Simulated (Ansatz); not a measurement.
Cubic perovskite BaTiO3 (cubic high-temperature phase), treated with HSE06 (PAW; Ansatz, an electronic-structure program).

Run with plane-wave cutoff 460 eV, 6×6×6 k mesh, Fermi–Dirac smearing 0.01 eV, no spin polarisation, scalar-relativistic PAW data made under PBE.

Equation-of-state points:

```json
[
 {"V (Å³/atom)": "11.931", "E − E_lowest (meV/atom)": "21.37"},
 {"V (Å³/atom)": "12.245", "E − E_lowest (meV/atom)": "5.41"},
 {"V (Å³/atom)": "12.559", "E − E_lowest (meV/atom)": "0.00"},
 {"V (Å³/atom)": "12.727", "E − E_lowest (meV/atom)": "0.95"},
 {"V (Å³/atom)": "12.873", "E − E_lowest (meV/atom)": "3.76"},
 {"V (Å³/atom)": "13.187", "E − E_lowest (meV/atom)": "15.54"}
]
```

### Question
Estimate the bulk modulus and its pressure derivative from these points.

### Answer
V0 = 12.580 Å³/atom, B0 = 186 GPa, B′ = 4.5 (fit to the energies at full precision).

Measured, for comparison: bulk modulus 162 GPa (temperature not stated, not corrected to a static lattice, our sources range from 162 to 173; as tabulated in Matsushita et al. (2011), arXiv:1104.2769). Computed (rounded) less measured: bulk modulus +15 % (+8 % to +15 % over the range).

Note: the relaxation could not lower the start's symmetry, so the cell can be a saddle point above a distorted one.

Spin–orbit coupling is not included.
